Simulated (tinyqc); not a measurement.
Worked calculation: MP2 on RHF in the sto-3g basis, for H2F+, spin multiplicity 1. One step of it, computed by the program tinyqc.

Problem. Second-order Moller-Plesset energy. E2 = sum_ijab (ia|jb) [2 (ia|jb) - (ib|ja)] / (e_i + e_j - e_a - e_b) over occupied i, j and virtual a, b; the opposite-spin part is (ia|jb)^2 / denominator, the rest is same-spin, and SCS-MP2 scales them by 6/5 and 1/3.

orbital energies (hartree): [-26.672042, -2.144595, -1.298086, -1.132665, -1.090968, 0.069674, 0.261291]

Two-electron integrals over orbitals (pq|rs), unique and non-zero (hartree):
```
(11|11) 5.360537    (21|11) -0.496836   (21|21) 0.073504    (22|11) 1.196811
(22|21) -0.017721   (22|22) 0.864252    (31|31) 0.017406    (32|31) 0.026193
(32|32) 0.165229    (33|11) 1.007794    (33|21) -0.007850   (33|22) 0.775537
(33|33) 0.765160    (41|11) 0.147796    (41|21) -0.017763   (41|22) 0.017348
(41|33) 0.005565    (41|41) 0.030333    (42|11) -0.082091   (42|21) 0.009340
(42|22) 0.022767    (42|33) -0.002476   (42|41) 0.029828    (42|42) 0.155173
(43|31) -0.004610   (43|32) 0.001275    (43|43) 0.047613    (44|11) 1.192116
(44|21) -0.015915   (44|22) 0.821651    (44|33) 0.737382    (44|41) -0.012954
(44|42) -0.094743   (44|44) 0.940524    (51|51) 0.029665    (52|51) 0.038746
(52|52) 0.178448    (53|53) 0.039643    (54|51) -0.010896   (54|52) -0.038040
(54|54) 0.058696    (55|11) 1.263994    (55|21) -0.013830   (55|22) 0.877246
(55|33) 0.762759    (55|41) 0.004182    (55|42) -0.045129   (55|44) 0.854897
(55|55) 0.997514    (61|11) -0.249380   (61|21) 0.039072    (61|22) -0.003966
(61|33) -0.002905   (61|41) 0.002319    (61|42) 0.018678    (61|44) -0.015672
(61|55) -0.006677   (61|61) 0.026103    (62|11) 0.326602    (62|21) -0.008273
(62|22) 0.157976    (62|33) 0.099687    (62|41) 0.017660    (62|42) 0.033753
(62|44) 0.120582    (62|55) 0.165724    (62|61) 0.002580    (62|62) 0.085935
(63|31) 0.004596    (63|32) -0.027372   (63|43) -0.014239   (63|63) 0.064081
(64|11) 0.221015    (64|21) -0.002005   (64|22) 0.113750    (64|33) 0.069551
(64|41) 0.007370    (64|42) 0.000860    (64|44) 0.124470    (64|55) 0.116378
(64|61) 0.002030    (64|62) 0.059275    (64|64) 0.055447    (65|51) 0.016022
(65|52) 0.059435    (65|54) 0.001978    (65|65) 0.030419    (66|11) 0.734057
(66|21) -0.005696   (66|22) 0.602777    (66|33) 0.577977    (66|41) 0.018272
(66|42) 0.071431    (66|44) 0.550514    (66|55) 0.571174    (66|61) 0.004456
(66|62) 0.061341    (66|64) 0.030642    (66|66) 0.557206    (71|31) -0.018263
(71|32) -0.025904   (71|43) 0.004986    (71|63) -0.004479   (71|71) 0.019197
(72|31) -0.016854   (72|32) -0.054506   (72|43) 0.026953    (72|63) -0.031407
(72|71) 0.016882    (72|72) 0.053761    (73|11) -0.421422   (73|21) 0.009083
(73|22) -0.186646   (73|33) -0.157751   (73|41) 0.001625    (73|42) 0.059817
(73|44) -0.204898   (73|55) -0.219400   (73|61) 0.006393    (73|62) -0.078330
(73|64) -0.067325   (73|66) -0.023585   (73|73) 0.155795    (74|31) 0.008904
(74|32) 0.061385    (74|43) -0.015858   (74|63) -0.034578   (74|71) -0.009204
(74|72) -0.012183   (74|74) 0.048599    (75|53) -0.025205   (75|75) 0.020080
(76|31) -0.011533   (76|32) -0.104827   (76|43) -0.036071   (76|63) 0.075838
(76|71) 0.011675    (76|72) -0.010115   (76|74) -0.055726   (76|76) 0.152932
(77|11) 0.844021    (77|21) -0.008555   (77|22) 0.641292    (77|33) 0.644894
(77|41) 0.003717    (77|42) 0.008711    (77|44) 0.620161    (77|55) 0.627127
(77|61) -0.003697   (77|62) 0.054726    (77|64) 0.028630    (77|66) 0.555038
(77|73) -0.075868   (77|77) 0.603714
```

Hartree-Fock energy = -98.84286476 hartree

Give: Terms; Pair energies; MP2 correlation energy; SCS-MP2 correlation energy; MP2 total energy.

Solution.

Terms:
```
i  j  a  b  (ia|jb)  (ib|ja)  denominator       term
3  3  7  7   0.1558   0.1558      -3.1188    -0.0078
2  3  6  7  -0.0783  -0.0314      -3.7736    -0.0026
3  2  7  6  -0.0783  -0.0314      -3.7736    -0.0026
3  4  7  6  -0.0673  -0.0346      -2.7617    -0.0024
4  3  6  7  -0.0673  -0.0346      -2.7617    -0.0024
2  2  6  6   0.0859   0.0859      -4.4285    -0.0017
3  3  6  6   0.0641   0.0641      -2.7355    -0.0015
4  4  6  6   0.0554   0.0554      -2.4047    -0.0013
2  4  6  6   0.0593   0.0593      -3.4166    -0.0010
4  2  6  6   0.0593   0.0593      -3.4166    -0.0010
4  4  7  7   0.0486   0.0486      -2.7879    -0.0008
2  2  7  7   0.0538   0.0538      -4.8118    -0.0006
5  5  6  6   0.0304   0.0304      -2.3213  -3.99e-04
5  5  7  7   0.0201   0.0201      -2.7045  -1.49e-04
2  3  7  6  -0.0314  -0.0783      -3.7736   1.29e-04
3  2  6  7  -0.0314  -0.0783      -3.7736   1.29e-04
2  4  7  7  -0.0122  -0.0122      -3.7998  -3.91e-05
4  2  7  7  -0.0122  -0.0122      -3.7998  -3.91e-05
3  4  6  7  -0.0346  -0.0673      -2.7617  -2.29e-05
4  3  7  6  -0.0346  -0.0673      -2.7617  -2.29e-05
1  1  6  6   0.0261   0.0261     -53.4834  -1.27e-05
2  1  7  7   0.0169   0.0169     -29.3392  -9.71e-06
1  2  7  7   0.0169   0.0169     -29.3392  -9.71e-06
1  1  7  7   0.0192   0.0192     -53.8667  -6.84e-06
1  3  6  7   0.0064  -0.0045     -28.3011  -3.90e-06
3  1  7  6   0.0064  -0.0045     -28.3011  -3.90e-06
4  1  7  7  -0.0092  -0.0092     -28.3273  -2.99e-06
1  4  7  7  -0.0092  -0.0092     -28.3273  -2.99e-06
1  3  7  6  -0.0045   0.0064     -28.3011  -2.43e-06
3  1  6  7  -0.0045   0.0064     -28.3011  -2.43e-06
2  1  6  6   0.0026   0.0026     -28.9560  -2.30e-07
1  2  6  6   0.0026   0.0026     -28.9560  -2.30e-07
1  4  6  6   0.0020   0.0020     -27.9441  -1.47e-07
4  1  6  6   0.0020   0.0020     -27.9441  -1.47e-07
```

Pair energies (hartree; pair i-j sums ij and ji):
```
pair  opposite spin  same spin
1-1       -1.96e-05     0.0000
2-1       -1.99e-05     0.0000
2-2         -0.0023     0.0000
3-1       -4.31e-06  -8.35e-06
3-2         -0.0038    -0.0012
3-3         -0.0093     0.0000
4-1       -6.28e-06     0.0000
4-2         -0.0021     0.0000
4-3         -0.0041    -0.0008
4-4         -0.0021     0.0000
5-5         -0.0005     0.0000
```

MP2 correlation energy = -0.026285 hartree

SCS-MP2 correlation energy = -0.029850 hartree

MP2 total energy = -98.869150 hartree
